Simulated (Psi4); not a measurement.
# MP3/6-311++G(3df,3pd) (sfX2C, density fitting, density fitting for correlation) run of H2S2

Aim: the vertical ionisation energy of H2S2 at MP3/6-311++G(3df,3pd) (sfX2C, density fitting, density fitting for correlation), from 2 runs. 

The results are computed with Psi4 1.11.

## 1. The system as given

H2S2: 4 atoms, total charge 0, spin state singlet. The coordinates come from a GFN2-xTB relaxation.

Bond lengths: S1–S2 2.045 Å, S1–H3 1.340 Å, S2–H4 1.340 Å. Angles: S1–S2–H4 98.2°, S2–S1–H3 98.1°.

## 2. A single-point energy at MP3/6-311++G(3df,3pd) (sfX2C, density fitting, density fitting for correlation)

h2s2.inp reads:

```
memory 1.6 GB

molecule {
  S     -0.80763115    -0.96719963    -1.68930177
  S     -0.79842818     1.35589739     1.39968235
  H      1.33580960    -0.14711518    -2.75848992
  H      0.27024973    -0.24156369     3.04810934
  units bohr
}

set globals {
  basis 6-311++G(3df,3pd)
  scf_type disk_df
  freeze_core true
  mp_type df
  relativistic x2c
}

E = energy("mp3")
```

Command:

```console
$ psi4 -i h2s2.inp -o h2s2.out -n 1
```

h2s2.out:

```text
[...]
  Running in c1 symmetry.
[...]
  Nuclear repulsion =   85.558369920994053
[...]
  Multiplicity = 1
[...]
  Nalpha       = 17
  Nbeta        = 17
[...]
    Number of basis functions: 130
[...]
    WARNING: The X2C and Dirac Hamiltonians have substatially different eigenvalues!
             This is probably caused by the recontraction of the basis set.
[...]
   @DF-RHF iter   1:  -798.21050492158543   -3.41436e-01   2.83959e-03 ADIIS/DIIS
[...]
   @DF-RHF iter  12:  -798.25170807684617   -6.36646e-12   2.78356e-09 DIIS
[...]
    Orbital Energies [Eh]
    ---------------------
    Doubly Occupied:
       1A    -92.228819     2A    -92.228786     3A     -9.037617
       4A     -9.037438     5A     -6.670138     6A     -6.669811
       7A     -6.669056     8A     -6.668929     9A     -6.668028
      10A     -6.667994    11A     -1.065451    12A     -0.889181
      13A     -0.598196    14A     -0.556534    15A     -0.481281
      16A     -0.387837    17A     -0.379410
[...]
  @DF-RHF Final Energy:  -798.25170807684617
   => Energetics <=
    Nuclear Repulsion Energy =             85.5583699209940534
    One-Electron Energy =               -1273.8111491263762218
    Two-Electron Energy =                 390.0010711285360685
    Total Energy =                       -798.2517080768461710
[...]
 Multipole Moments:
 ------------------------------------------------------------------------------------
     Multipole            Electronic (a.u.)      Nuclear  (a.u.)        Total (a.u.)
 ------------------------------------------------------------------------------------
 L = 1.  Multiply by 2.5417464519 to convert [e a0] to [Debye]
 Dipole X            :         -1.1058042            1.5434260            0.4376218
 Dipole Y            :          0.2671942           -0.3735302           -0.1063359
 Dipole Z            :         -0.1998590            0.2783248            0.0784658
 Magnitude           :                                                    0.4571401
[...]
	DF-MP2 Total Energy (a.u.)         :  -798.60582183213887
[...]
	DF-MP3 Total Energy (a.u.)         :  -798.64224567497820
[...]
```

It took 6.3 s on 1 thread of Intel Xeon Platinum 8488C (Sapphire Rapids), shared host; peak memory 0.37 GiB.

## 3. The doublet cation at the same level

job.json reads:

```json
{
 "schema_name": "qcschema_input",
 "schema_version": 1,
 "molecule": {
  "schema_name": "qcschema_molecule",
  "schema_version": 2,
  "symbols": ["S", "S", "H", "H"],
  "geometry": [-0.80763115, -0.96719963, -1.68930177, -0.79842818, 1.35589739, 1.39968235, 1.3358096, -0.14711518, -2.75848992, 0.27024973, -0.24156369, 3.04810934],
  "molecular_charge": 1,
  "molecular_multiplicity": 2
 },
 "driver": "energy",
 "model": {
  "method": "mp3",
  "basis": "6-311++G(3df,3pd)"
 },
 "keywords": {
  "reference": "uhf",
  "scf_type": "disk_df",
  "freeze_core": true,
  "mp_type": "df",
  "relativistic": "x2c"
 }
}
```

Command:

```console
$ psi4 --qcschema job.json -n 1 --memory 1600MB
```

stdout:

```text
[...]
  Running in c1 symmetry.
[...]
  Nuclear repulsion =   85.558369920994053
[...]
  Multiplicity = 2
[...]
  Nalpha       = 17
  Nbeta        = 16
[...]
    Number of basis functions: 130
[...]
    WARNING: The X2C and Dirac Hamiltonians have substatially different eigenvalues!
             This is probably caused by the recontraction of the basis set.
[...]
   @DF-UHF iter   1:  -797.84637580046387    2.26927e-02   2.78644e-03 DIIS/ADIIS
[...]
   @DF-UHF iter  21:  -797.90755940243582   -2.52385e-11   8.38969e-09 DIIS
[...]
   @S^2 Observed:                7.835205801E-01
[...]
    Orbital Energies [Eh]
    ---------------------
    Alpha Occupied:
       1A    -92.536657     2A    -92.536566     3A     -9.342397
       4A     -9.342195     5A     -6.982139     6A     -6.982041
       7A     -6.972033     8A     -6.971672     9A     -6.970910
      10A     -6.970791    11A     -1.363844    12A     -1.188601
      13A     -0.878215    14A     -0.831074    15A     -0.771692
      16A     -0.696709    17A     -0.678557
    Alpha Virtual:
      18A     -0.154374    19A     -0.120300    20A     -0.096017
      21A     -0.059023    22A     -0.054550    23A     -0.049544
      24A     -0.042114    25A     -0.020874    26A     -0.019580
[...]
  @DF-UHF Final Energy:  -797.90755940243582
   => Energetics <=
    Nuclear Repulsion Energy =             85.5583699209940534
    One-Electron Energy =               -1263.9555522073294469
    Two-Electron Energy =                 380.4896228838996421
    Total Energy =                       -797.9075594024358224
  UHF NO Occupations:
  HONO-2 :   15  A 1.9980332
  HONO-1 :   16  A 1.9869917
[...]
 Multipole Moments:
 ------------------------------------------------------------------------------------
     Multipole            Electronic (a.u.)      Nuclear  (a.u.)        Total (a.u.)
 ------------------------------------------------------------------------------------
 L = 1.  Multiply by 2.5417464519 to convert [e a0] to [Debye]
 Dipole X            :         -1.0432134            1.5434260            0.5002126
 Dipole Y            :          0.2518624           -0.3735302           -0.1216678
 Dipole Z            :         -0.1885183            0.2783248            0.0898065
 Magnitude           :                                                    0.5225714
[...]
	DF-SCS-MP2 Total Energy (a.u.)     :  -798.24097421899103
	DF-SOS-MP2 Total Energy (a.u.)     :  -798.24117585337387
	DF-SCS(N)-MP2 Total Energy (a.u.)  :  -798.04199437758314
[...]
	DF-MP2 Total Energy (a.u.)         :  -798.24057095022533
[...]
	DF-MP3 Total Energy (a.u.)         :  -798.27627045719066
[...]
```

The result, in JSON:

```text
{
 "driver": "energy",
 "model": {
  "method": "mp3",
  "basis": "6-311++G(3df,3pd)"
 },
 "success": true,
 "return_result": -798.2762704571907,
 "properties": {
  "calcinfo_nbasis": 130,
  "calcinfo_nmo": 130,
  "calcinfo_nalpha": 17,
  "calcinfo_nbeta": 16,
  "calcinfo_natom": 4,
  "nuclear_repulsion_energy": 85.55836992099405,
  "return_energy": -798.2762704571907,
  "scf_one_electron_energy": -1263.9555522073294,
  "scf_two_electron_energy": 380.48962288389964,
  "scf_dipole_moment": [0.5002126244556491, -0.12166775528767926, 0.08980648386002577],
  "scf_total_energy": -797.9075594024358,
  "scf_iterations": 21,
  "mp2_same_spin_correlation_energy": -0.07638350860641037,
  "mp2_opposite_spin_correlation_energy": -0.2566280391831464,
  "mp2_singles_energy": 0.0,
  "mp2_doubles_energy": -0.33301154778955677,
  "mp2_correlation_energy": -0.3330115477895106,
  "mp2_total_energy": -798.2405709502253
 }
}
```

Wall time 13 s (1 thread of Intel Xeon Platinum 8488C (Sapphire Rapids), shared host); peak memory 0.39 GiB.

## 4. What came out

Level: MP3/6-311++G(3df,3pd) (sfX2C, density fitting, density fitting for correlation), 10 core orbitals frozen.

| quantity | value |
| --- | --- |
| singlet H2S2: total energy | -798.64225 Eh |
| singlet H2S2: HOMO energy (Hartree–Fock orbitals) | -10.32 eV |
| singlet H2S2: LUMO energy (Hartree–Fock orbitals) | 1.14 eV |
| singlet H2S2: HOMO–LUMO gap (Hartree–Fock orbitals) | 11.47 eV |
| singlet H2S2: correlation energy (10 core orbitals frozen) | -390.5 mEh |
| doublet cation: total energy | -798.27627 Eh |
| doublet cation: HOMO energy (Hartree–Fock orbitals) (highest over α and β) | -16.12 eV |
| doublet cation: LUMO energy (Hartree–Fock orbitals) (lowest over α and β) | -8.47 eV |
| doublet cation: correlation energy (10 core orbitals frozen) | -368.7 mEh |
| doublet cation: ⟨S²⟩ of the reference determinant | 0.784 |
| vertical ionisation energy (to the doublet cation) | 9.959 eV |

What this shows: The vertical ionisation energy comes to 9.96 eV (230 kcal/mol).
